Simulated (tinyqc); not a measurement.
FCI on RHF in the sto-6g basis, frozen core, for LiH, spin multiplicity 1, step by step. One step of it, computed by the program tinyqc.

Problem. FCI: roots. Diagonalise (each vector has its largest component positive (the first on a tie)); all determinants have Ms = 0, so triplets appear too. The lowest singlet root is the correlation energy.

Occupation strings over the orbitals (2 doubly, a alpha, b beta, 0 empty; spin orbitals ordered 1a 1b 2a 2b ...): 220000 2ab000 2a000b 2ba000 2b000a 202000 20a00b 200200 200020 20b00a 200002

H - E(HF) between determinants (hartree):
```
           220000     2ab000     2a000b     2ba000     2b000a     202000     20a00b     200200
220000   0.000000   0.000000   0.000000   0.000000   0.000000   0.011751  -0.032926   0.023328
2ab000   0.000000   0.156790   0.016970  -0.011751   0.032926   0.052801   0.007957   0.018986
2a000b   0.000000   0.016970   0.518795   0.032926  -0.124677   0.007957   0.005169  -0.019611
2ba000   0.000000  -0.011751   0.032926   0.156790   0.016970  -0.052801   0.143160  -0.018986
2b000a   0.000000   0.032926  -0.124677   0.016970   0.518795  -0.007957   0.030053   0.019611
202000   0.011751   0.052801   0.007957  -0.052801  -0.007957   0.698793   0.102391   0.041387
20a00b  -0.032926   0.007957   0.005169   0.143160   0.030053   0.102391   0.728218  -0.014124
200200   0.023328   0.018986  -0.019611  -0.018986   0.019611   0.041387  -0.014124   0.668755
200020   0.023328   0.018986  -0.019611  -0.018986   0.019611   0.041387  -0.014124   0.016875
20b00a   0.032926   0.143160   0.030053   0.007957   0.005169  -0.102391  -0.025176   0.014124
200002   0.124677  -0.030053   0.007086   0.030053  -0.007086   0.025176   0.024311   0.019953

           200020     20b00a     200002
220000   0.023328   0.032926   0.124677
2ab000   0.018986   0.143160  -0.030053
2a000b  -0.019611   0.030053   0.007086
2ba000  -0.018986   0.007957   0.030053
2b000a   0.019611   0.005169  -0.007086
202000   0.041387  -0.102391   0.025176
20a00b  -0.014124  -0.025176   0.024311
200200   0.016875   0.014124   0.019953
200020   0.668755   0.014124   0.019953
20b00a   0.014124   0.728218  -0.024311
200002   0.019953  -0.024311   1.072191
```

Give: lowest roots of this matrix, relative to E(HF); lowest vectors; <S^2> of these roots; weight of the ground state by excitation level 0, 1, 2, ....

Solution.

lowest roots of this matrix, relative to E(HF) (hartree): -0.0194  0.1013  0.1170  0.3934  0.5579  0.6519  0.6544  0.7409

lowest vectors:
```
         root 1   root 2   root 3   root 4
220000   0.9882   0.0000  -0.0687   0.0000
2ab000   0.0359   0.6808   0.6719   0.0705
2a000b   0.0029  -0.0961   0.0288   0.6944
2ba000  -0.0359   0.6808  -0.6719   0.0705
2b000a  -0.0029  -0.0961  -0.0288   0.6944
202000  -0.0301   0.0000  -0.1791   0.0000
20a00b   0.0550  -0.1653   0.1664  -0.1134
200200  -0.0273   0.0000  -0.0204   0.0000
200020  -0.0273   0.0000  -0.0204   0.0000
20b00a  -0.0550  -0.1653  -0.1664  -0.1134
200002  -0.1117   0.0000   0.0479   0.0000
```

<S^2> of these roots: 0.0000  2.0000  0.0000  2.0000  0.0000  0.0000  0.0000  0.0000

weight of the ground state by excitation level 0, 1, 2, ...: 0.9765  0.0026  0.0209
